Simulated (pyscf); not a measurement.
PySCF, gas phase, ωB97X-D3(BJ)/def2-SVP geometries.

**Question.** Estimate the classical barrier height and the reaction energy of F–Cl (SMILES FCl) + Cl–SnH(Cl)–Cl (SMILES [Cl][SnH]([Cl])[Cl]) → HCl (SMILES Cl) + F–Sn(Cl)(Cl)–Cl (SMILES [F][Sn]([Cl])([Cl])[Cl]) at ωB97M-D3(BJ)/def2-TZVP. The step runs on the singlet surface, breaks Cl–F, H–Sn and forms Cl–H, F–Sn; take the separated reactants as zero.

**Answer.** ΔE‡ = 1.53 eV, ΔE = -3.40 eV. Zero-point energy shifts the barrier by -0.03 eV. It is a four-centre exchange, with an imaginary mode of 630i cm⁻¹. At the saddle there is also a short F–H contact that neither side keeps. One saddle was located; it need not be the lowest between these sides. One closed-shell reference is unstable to symmetry breaking; treat the single-reference values with care. Elements past Kr carry the def2 core potentials, without spin-orbit coupling.
